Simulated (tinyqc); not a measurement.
Worked calculation: CIS on RHF in the sto-3g basis, frozen core, for H2O, spin multiplicity 1. Computed by tinyqc, a small Python program that keeps every step (integrals from PySCF). Settings: charge = 0, multiplicity = 1, basis = sto-3g, method = RHF, frozen orbitals = 1, energy threshold = 1e-10, iteration cap = 53, orthogonalisation = canonical, start = core, DIIS depth = 6. Command: `OMP_NUM_THREADS=1 python tinyqc.py 22434 22435 out.jsonl` (the two numbers bound the seeds that draw the settings). One thread of a shared host (Intel(R) Xeon(R) Processor @ 2.60GHz), about 0.07 s of CPU time with the checks. The early iterations of the SCF are left out here.

## One-electron integrals

Geometry (angstrom):
```
atom        x         y        z
O     0.00000   0.00000  0.00000
H     0.00000   0.73400  0.56200
H     0.00000  -0.73400  0.56200
```

Basis sto-3g: exponents (1/bohr^2) and contraction coefficients of normalised primitives:
```
element  l (shell)   exponent  coefficient
O            s (1)  130.70932      0.15433
O            s (1)   23.80886      0.53533
O            s (1)    6.44361      0.44463
O            s (2)    5.03315     -0.09997
O            s (2)    1.16960      0.39951
O            s (2)    0.38039      0.70012
O            p (3)    5.03315      0.15592
O            p (3)    1.16960      0.60768
O            p (3)    0.38039      0.39196
H            s (1)    3.42525      0.15433
H            s (1)    0.62391      0.53533
H            s (1)    0.16886      0.44463
```

Overlap, kinetic and nuclear-attraction integrals over the contracted functions; the nuclear repulsion is the sum of Za Zb / Rab.

nuclear repulsion = 9.5192981 hartree

overlap S, lower triangle:
```
          1O 1s    1O 2s   1O 2px    1O 2py   1O 2pz    2H 1s    3H 1s
1O 1s   1.00000
1O 2s   0.23670  1.00000
1O 2px  0.00000  0.00000  1.00000
1O 2py  0.00000  0.00000  0.00000   1.00000
1O 2pz  0.00000  0.00000  0.00000   0.00000  1.00000
2H 1s   0.05833  0.49654  0.00000   0.32123  0.24596  1.00000
3H 1s   0.05833  0.49654  0.00000  -0.32123  0.24596  0.26877  1.00000
```

kinetic energy T (hartree), lower triangle:
```
           1O 1s    1O 2s   1O 2px    1O 2py   1O 2pz    2H 1s    3H 1s
1O 1s   29.00320
1O 2s   -0.16801  0.80813
1O 2px   0.00000  0.00000  2.52873
1O 2py   0.00000  0.00000  0.00000   2.52873
1O 2pz   0.00000  0.00000  0.00000   0.00000  2.52873
2H 1s    0.00003  0.14496  0.00000   0.24622  0.18852  0.76003
3H 1s    0.00003  0.14496  0.00000  -0.24622  0.18852  0.01251  0.76003
```

nuclear attraction V (hartree), lower triangle:
```
            1O 1s      1O 2s     1O 2px     1O 2py     1O 2pz     2H 1s     3H 1s
1O 1s   -61.76331
1O 2s    -7.45407  -10.17818
1O 2px    0.00000    0.00000  -10.01511
1O 2py    0.00000    0.00000    0.00000  -10.18519
1O 2pz   -0.02024   -0.23491    0.00000    0.00000  -10.11482
2H 1s    -1.89263   -4.10132    0.00000   -2.36473   -1.89011  -5.97550
3H 1s    -1.89263   -4.10132    0.00000    2.36473   -1.89011  -1.76539  -5.97550
```

core Hamiltonian H = T + V (hartree), lower triangle:
```
            1O 1s     1O 2s    1O 2px    1O 2py    1O 2pz     2H 1s     3H 1s
1O 1s   -32.76011
1O 2s    -7.62208  -9.37005
1O 2px    0.00000   0.00000  -7.48638
1O 2py    0.00000   0.00000   0.00000  -7.65646
1O 2pz   -0.02024  -0.23491   0.00000   0.00000  -7.58609
2H 1s    -1.89261  -3.95636   0.00000  -2.11851  -1.70159  -5.21547
3H 1s    -1.89261  -3.95636   0.00000   2.11851  -1.70159  -1.75288  -5.21547
```

## Two-electron integrals

Functions are numbered as in S; the eight-fold symmetry (ij|kl) = (ji|kl) = (kl|ij) leaves the list below.

Two-electron integrals (ij|kl) in chemists' order, unique and non-zero (hartree):
```
(11|11) 4.78507    (21|11) 0.74138    (21|21) 0.13687    (22|11) 1.11895
(22|21) 0.25663    (22|22) 0.81721    (31|31) 0.02448    (32|31) 0.03781
(32|32) 0.18052    (33|11) 1.11581    (33|21) 0.25668    (33|22) 0.81702
(33|33) 0.88016    (41|41) 0.02448    (42|41) 0.03781    (42|42) 0.18052
(43|43) 0.04744    (44|11) 1.11581    (44|21) 0.25668    (44|22) 0.81702
(44|33) 0.78527    (44|44) 0.88016    (51|51) 0.02448    (52|51) 0.03781
(52|52) 0.18052    (53|53) 0.04744    (54|54) 0.04744    (55|11) 1.11581
(55|21) 0.25668    (55|22) 0.81702    (55|33) 0.78527    (55|44) 0.78527
(55|55) 0.88016    (61|11) 0.18583    (61|21) 0.03399    (61|22) 0.06324
(61|33) 0.06312    (61|41) 0.00123    (61|42) 0.00230    (61|44) 0.06335
(61|51) 0.00095    (61|52) 0.00176    (61|54) 0.00017    (61|55) 0.06325
(61|61) 0.00855    (62|11) 0.42691    (62|21) 0.09903    (62|22) 0.34621
(62|33) 0.34055    (62|41) 0.00586    (62|42) 0.04368    (62|44) 0.35105
(62|51) 0.00448    (62|52) 0.03345    (62|54) 0.00804    (62|55) 0.34670
(62|61) 0.02502    (62|62) 0.17764    (63|31) 0.01066    (63|32) 0.06096
(63|43) 0.00921    (63|53) 0.00705    (63|63) 0.02612    (64|11) 0.23538
(64|21) 0.05534    (64|22) 0.20668    (64|33) 0.19718    (64|41) 0.01355
(64|42) 0.08588    (64|44) 0.22180    (64|51) 0.00221    (64|52) 0.01907
(64|54) 0.01180    (64|55) 0.20082    (64|61) 0.01463    (64|62) 0.12882
(64|64) 0.11854    (65|11) 0.18022    (65|21) 0.04237    (65|22) 0.15825
(65|33) 0.15098    (65|41) 0.00221    (65|42) 0.01907    (65|44) 0.15573
(65|51) 0.01236    (65|52) 0.07557    (65|54) 0.01285    (65|55) 0.16786
(65|61) 0.01121    (65|62) 0.09863    (65|64) 0.07076    (65|65) 0.08030
(66|11) 0.54788    (66|21) 0.12915    (66|22) 0.51520    (66|33) 0.49418
(66|41) 0.01040    (66|42) 0.10485    (66|44) 0.53353    (66|51) 0.00797
(66|52) 0.08028    (66|54) 0.03013    (66|55) 0.51725    (66|61) 0.03297
(66|62) 0.32436    (66|64) 0.26887    (66|65) 0.20587    (66|66) 0.77461
(71|11) 0.18583    (71|21) 0.03399    (71|22) 0.06324    (71|33) 0.06312
(71|41) -0.00123   (71|42) -0.00230   (71|44) 0.06335    (71|51) 0.00095
(71|52) 0.00176    (71|54) -0.00017   (71|55) 0.06325    (71|61) 0.00842
(71|62) 0.02424    (71|64) 0.01289    (71|65) 0.01086    (71|66) 0.03152
(71|71) 0.00855    (72|11) 0.42691    (72|21) 0.09903    (72|22) 0.34621
(72|33) 0.34055    (72|41) -0.00586   (72|42) -0.04368   (72|44) 0.35105
(72|51) 0.00448    (72|52) 0.03345    (72|54) -0.00804   (72|55) 0.34670
(72|61) 0.02424    (72|62) 0.14613    (72|64) 0.07256    (72|65) 0.07894
(72|66) 0.22194    (72|71) 0.02502    (72|72) 0.17764    (73|31) 0.01066
(73|32) 0.06096    (73|43) -0.00921   (73|53) 0.00705    (73|63) 0.02084
(73|73) 0.02612    (74|11) -0.23538   (74|21) -0.05534   (74|22) -0.20668
(74|33) -0.19718   (74|41) 0.01355    (74|42) 0.08588    (74|44) -0.22180
(74|51) -0.00221   (74|52) -0.01907   (74|54) 0.01180    (74|55) -0.20082
(74|61) -0.01289   (74|62) -0.07256   (74|64) -0.01556   (74|65) -0.03825
(74|66) -0.09592   (74|71) -0.01463   (74|72) -0.12882   (74|74) 0.11854
(75|11) 0.18022    (75|21) 0.04237    (75|22) 0.15825    (75|33) 0.15098
(75|41) -0.00221   (75|42) -0.01907   (75|44) 0.15573    (75|51) 0.01236
(75|52) 0.07557    (75|54) -0.01285   (75|55) 0.16786    (75|61) 0.01086
(75|62) 0.07894    (75|64) 0.03825    (75|65) 0.06283    (75|66) 0.13181
(75|71) 0.01121    (75|72) 0.09863    (75|74) -0.07076   (75|75) 0.08030
(76|11) 0.17572    (76|21) 0.04110    (76|22) 0.15488    (76|33) 0.15141
(76|44) 0.15446    (76|51) 0.00298    (76|52) 0.02597    (76|55) 0.15862
(76|61) 0.01028    (76|62) 0.07824    (76|64) 0.04875    (76|65) 0.04884
(76|66) 0.14543    (76|71) 0.01028    (76|72) 0.07824    (76|74) -0.04875
(76|75) 0.04884    (76|76) 0.04129    (77|11) 0.54788    (77|21) 0.12915
(77|22) 0.51520    (77|33) 0.49418    (77|41) -0.01040   (77|42) -0.10485
(77|44) 0.53353    (77|51) 0.00797    (77|52) 0.08028    (77|54) -0.03013
(77|55) 0.51725    (77|61) 0.03152    (77|62) 0.22194    (77|64) 0.09592
(77|65) 0.13181    (77|66) 0.35254    (77|71) 0.03297    (77|72) 0.32436
(77|74) -0.26887   (77|75) 0.20587    (77|76) 0.14543    (77|77) 0.77461
```

## Orthogonalisation

S = U s U^T; canonical form X = U s^(-1/2), so that X^T S X = 1. Each column of U has its largest component positive (the first on a tie).

eigenvalues of S: 0.32069  0.39186  0.88633  1.00000  1.09038  1.33937  1.97136

X:
```
               1         2         3        4         5         6        7
1O 1s   -0.29708   0.00000   0.76442  0.00000  -0.61446   0.00000  0.14613
1O 2s    1.23355   0.00000  -0.29386  0.00000  -0.29363   0.00000  0.41619
1O 2px   0.00000   0.00000   0.00000  1.00000   0.00000   0.00000  0.00000
1O 2py   0.00000   0.95604   0.00000  0.00000   0.00000   0.69224  0.00000
1O 2pz   0.55976   0.00000   0.64296  0.00000   0.65166   0.00000  0.18852
2H 1s   -0.77299  -0.90496  -0.14857  0.00000   0.11973   0.36566  0.37226
3H 1s   -0.77299   0.90496  -0.14857  0.00000   0.11973  -0.36566  0.37226
```

## Starting guess

The start is the orbitals of the core Hamiltonian; D = 2 C_occ C_occ^T.

D at the start, lower triangle:
```
           1O 1s     1O 2s   1O 2px    1O 2py    1O 2pz    2H 1s    3H 1s
1O 1s    2.13597
1O 2s   -0.61895   2.80952
1O 2px   0.00000   0.00000  2.00000
1O 2py   0.00000   0.00000  0.00000   2.43164
1O 2pz  -0.06102   0.38425  0.00000   0.00000   2.20689
2H 1s    0.09224  -0.41667  0.00000  -0.41752  -0.26577  0.15372
3H 1s    0.09224  -0.41667  0.00000   0.41752  -0.26577  0.01034  0.15372
```

## Iteration 8 (converged): orbitals

converged F (hartree), lower triangle:
```
            1O 1s     1O 2s    1O 2px    1O 2py    1O 2pz     2H 1s     3H 1s
1O 1s   -20.22842
1O 2s    -5.16331  -2.45705
1O 2px    0.00000   0.00000  -0.39337
1O 2py    0.00000   0.00000   0.00000  -0.34494
1O 2pz   -0.03035  -0.14126   0.00000   0.00000  -0.37199
2H 1s    -1.29078  -1.08257   0.00000  -0.40480  -0.37654  -0.62431
3H 1s    -1.29078  -1.08257   0.00000   0.40480  -0.37654  -0.43378  -0.62431
```

Diagonalise F' = X^T F X, C = X C', fill 5 alpha and 5 beta electrons from the bottom; D = 2 C_occ C_occ^T. Each column has its largest component positive (the first on a tie).

F' = X^T F X (hartree), lower triangle:
```
          1        2         3         4         5         6         7
1   0.28933
2   0.00000  0.77356
3   1.44544  0.00000  -9.34855
4   0.00000  0.00000   0.00000  -0.39337
5  -0.96997  0.00000   8.97308   0.00000  -9.40772
6   0.00000  0.12195   0.00000   0.00000   0.00000  -0.62611
7   0.05980  0.00000  -3.81230   0.00000   3.96304   0.00000  -2.87334
```

orbital energies (hartree): MO1 -20.23740, MO2 -1.28532, MO3 -0.63666, MO4 -0.45557, MO5 -0.39337, MO6 0.63801, MO7 0.78411

coefficients C:
```
             MO1       MO2       MO3       MO4      MO5       MO6       MO7
1O 1s    0.99405  -0.23165   0.00000   0.10432  0.00000  -0.13725   0.00000
1O 2s    0.02731   0.82178   0.00000  -0.54458  0.00000   0.94594   0.00000
1O 2px   0.00000   0.00000   0.00000   0.00000  1.00000   0.00000   0.00000
1O 2py   0.00000   0.00000   0.60730   0.00000  0.00000   0.00000   1.01213
1O 2pz   0.00466   0.14066   0.00000   0.78608  0.00000   0.74109   0.00000
2H 1s   -0.00636   0.16069   0.44227   0.26364  0.00000  -0.82288  -0.87009
3H 1s   -0.00636   0.16069  -0.44227   0.26364  0.00000  -0.82288   0.87009
```

D after iteration 8, lower triangle:
```
           1O 1s     1O 2s   1O 2px    1O 2py   1O 2pz     2H 1s    3H 1s
1O 1s    2.10534
1O 2s   -0.44005   1.94526
1O 2px   0.00000   0.00000  2.00000
1O 2py   0.00000   0.00000  0.00000   0.73763
1O 2pz   0.10810  -0.62473  0.00000   0.00000  1.27545
2H 1s   -0.03209  -0.02339  0.00000   0.53718  0.45964   0.58195
3H 1s   -0.03209  -0.02339  0.00000  -0.53718  0.45964  -0.20046  0.58195
```

## Convergence

Stop when the energy changes by less than 1e-10 hartree and every element of the error matrix X^T (F D S - S D F) X is below 3e-06.

Course of the cycle:
```
iteration  E (hartree)     change  largest element of the error matrix
1          -73.2143330          -                             1.03e+00
2          -74.9459262  -1.73e+00                             1.04e-01
3          -74.9544367  -8.51e-03                             2.32e-02
4          -74.9550082  -5.72e-04                             4.25e-03
5          -74.9550332  -2.49e-05                             8.27e-04
6          -74.9550341  -9.55e-07                             8.68e-05
7          -74.9550341  -6.51e-09                             3.08e-07
8          -74.9550341  -8.53e-14                             4.02e-09
```

PySCF RHF in the same basis = -74.9550341 hartree

Converged in 8 iterations.

## Populations, bond orders and dipole

Mulliken: Z minus the diagonal of D S on the atom; Loewdin: the same with S^(1/2) D S^(1/2); Mayer order: 2 sum_s sum (D(s) S)_ij (D(s) S)_ji over the two atoms.

Charges (e):
```
atom  Mulliken   Loewdin
1O    -0.39961  -0.27251
2H     0.19981   0.13626
3H     0.19981   0.13626
```

Mayer bond orders:
```
pair    order
2-1   0.94638
3-1   0.94638
3-2   0.01370
```

dipole moment about the origin, x y z (debye): 0.00000  0.00000  1.76364

## Integrals over molecular orbitals

(pq|rs) = sum C_ip C_jq C_kr C_ls (ij|kl), one index at a time.

one-electron integrals over orbitals h = C^T H C (hartree), lower triangle:
```
           1         2         3         4         5         6         7
1  -32.74215
2    0.55673  -7.70857
3    0.00000   0.00000  -6.45445
4   -0.23907   0.40017   0.00000  -7.07447
5    0.00000   0.00000   0.00000   0.00000  -7.48638
6    0.31667  -1.41530   0.00000  -1.02185   0.00000  -5.33672
7    0.00000   0.00000  -1.69906   0.00000   0.00000   0.00000  -5.62348
```

Two-electron integrals over orbitals (pq|rs), unique and non-zero (hartree); the lowest 1 orbital is frozen and left out:
```
(22|22) 0.73146    (32|32) 0.14740    (33|22) 0.65251    (33|33) 0.64268
(42|22) 0.01083    (42|33) 0.00755    (42|42) 0.12192    (43|32) 0.01756
(43|43) 0.04567    (44|22) 0.67856    (44|33) 0.60650    (44|42) -0.10503
(44|44) 0.80103    (52|52) 0.14344    (53|53) 0.02945    (54|52) -0.04704
(54|54) 0.05736    (55|22) 0.74691    (55|33) 0.63556    (55|42) -0.06498
(55|44) 0.73678    (55|55) 0.88016    (62|22) 0.14471    (62|33) 0.07797
(62|42) 0.01931    (62|44) 0.09431    (62|55) 0.16176    (62|62) 0.10330
(63|32) -0.04071   (63|43) -0.02639   (63|63) 0.07003    (64|22) 0.08930
(64|33) 0.04195    (64|42) -0.02619   (64|44) 0.11660    (64|55) 0.10835
(64|62) 0.06041    (64|64) 0.06241    (65|52) 0.06081    (65|54) -0.00344
(65|65) 0.03964    (66|22) 0.61854    (66|33) 0.57595    (66|42) 0.06074
(66|44) 0.54949    (66|55) 0.59094    (66|62) 0.09702    (66|64) 0.04302
(66|66) 0.59904    (72|32) 0.03705    (72|43) -0.03436   (72|63) 0.03626
(72|72) 0.06051    (73|22) 0.13306    (73|33) 0.09121    (73|42) -0.07498
(73|44) 0.16387    (73|55) 0.18702    (73|62) 0.07819    (73|64) 0.07286
(73|66) 0.03659    (73|73) 0.15081    (74|32) -0.07737   (74|43) 0.00593
(74|63) 0.04203    (74|72) -0.01647   (74|74) 0.06825    (75|53) 0.02361
(75|75) 0.02417    (76|32) 0.10121    (76|43) 0.04390    (76|63) -0.06415
(76|72) -0.01116   (76|74) -0.05711   (76|76) 0.11594    (77|22) 0.62834
(77|33) 0.61756    (77|42) -0.01247   (77|44) 0.61492    (77|55) 0.62885
(77|62) 0.07074    (77|64) 0.03925    (77|66) 0.56943    (77|73) 0.09309
(77|77) 0.62500
```

## CIS matrix, singlets

A(ia,jb) = (e_a - e_i) d_ij d_ab + 2 (ia|jb) - (ij|ab).

CIS matrix A, singlet (hartree), lower triangle:
```
         2>6       2>7      3>6      3>7      4>6      4>7      5>6      5>7
2>6  1.51138
2>7  0.00000   1.56211
3>6  0.00000  -0.02869  0.83876
3>7  0.05516   0.00000  0.00000  1.10482
4>6  0.06009   0.00000  0.00000  0.10182  0.66891
4>7  0.00000  -0.02047  0.04015  0.00000  0.00000  0.76126
5>6  0.00000   0.00000  0.00000  0.00000  0.00000  0.00000  0.51970
5>7  0.00000   0.00000  0.00000  0.00000  0.00000  0.00000  0.00000  0.59697
```

## CIS singlet states

dipole integrals <i|r|a> (bohr):
```
           x         y         z
2>6  0.00000   0.00000  -0.12369
2>7  0.00000  -0.15690   0.00000
3>6  0.00000  -0.81501   0.00000
3>7  0.00000   0.00000  -0.62192
4>6  0.00000   0.00000  -0.44500
4>7  0.00000  -0.63543   0.00000
5>6  0.07455   0.00000   0.00000
5>7  0.00000   0.00000   0.00000
```

Diagonalise A (1 hartree = 27.211386 eV); each vector has its largest component positive (the first on a tie). The transition dipole is mu = sqrt2 sum c_ia <i|r|a>.

singlet excitation energies (eV): 14.14189  16.24429  17.51764  20.24903  23.24230  30.37455  41.50035  42.55459

lowest vectors:
```
     state 1  state 2   state 3   state 4  state 5   state 6
2>6  0.00000  0.00000  -0.05432   0.00000  0.00000  -0.16497
2>7  0.00000  0.00000   0.00000   0.00945  0.04852   0.00000
3>6  0.00000  0.00000   0.00000  -0.38814  0.92068   0.00000
3>7  0.00000  0.00000  -0.20912   0.00000  0.00000   0.96627
4>6  0.00000  0.00000   0.97638   0.00000  0.00000   0.19777
4>7  0.00000  0.00000   0.00000   0.92155  0.38728   0.00000
5>6  1.00000  0.00000   0.00000   0.00000  0.00000   0.00000
5>7  0.00000  1.00000   0.00000   0.00000  0.00000   0.00000
```

oscillator strengths 2/3 w |mu|^2: 0.00385  0.00000  0.07608  0.07272  1.14813  0.66521

## CIS matrix, triplets

A(ia,jb) = (e_a - e_i) d_ij d_ab - (ij|ab).

CIS matrix A, triplet (hartree), lower triangle:
```
          2>6       2>7       3>6       3>7      4>6      4>7      5>6      5>7
2>6   1.30479
2>7   0.00000   1.44108
3>6   0.00000  -0.10121   0.69871
3>7  -0.10121   0.00000   0.00000   0.80320
4>6  -0.06074   0.00000   0.00000  -0.04390  0.54409
4>7   0.00000   0.01247  -0.04390   0.00000  0.00000  0.62475
5>6   0.00000   0.00000   0.00000   0.00000  0.00000  0.00000  0.44043
5>7   0.00000   0.00000   0.00000   0.00000  0.00000  0.00000  0.00000  0.54863
```

## CIS triplet states

Diagonalise A (1 hartree = 27.211386 eV); each vector has its largest component positive (the first on a tie).

triplet excitation energies (eV): 11.98483  14.39590  14.92895  16.40932  19.22446  21.63915  36.13172  39.59345

lowest vectors:
```
     state 1  state 2  state 3  state 4   state 5   state 6
2>6  0.00000  0.10168  0.00000  0.00000   0.00000   0.16653
2>7  0.00000  0.00000  0.00000  0.04140   0.12917   0.00000
3>6  0.00000  0.00000  0.00000  0.45252   0.88165   0.00000
3>7  0.00000  0.19379  0.00000  0.00000   0.00000   0.96369
4>6  0.00000  0.97576  0.00000  0.00000   0.00000  -0.20874
4>7  0.00000  0.00000  0.00000  0.89079  -0.45388   0.00000
5>6  1.00000  0.00000  0.00000  0.00000   0.00000   0.00000
5>7  0.00000  0.00000  1.00000  0.00000   0.00000   0.00000
```
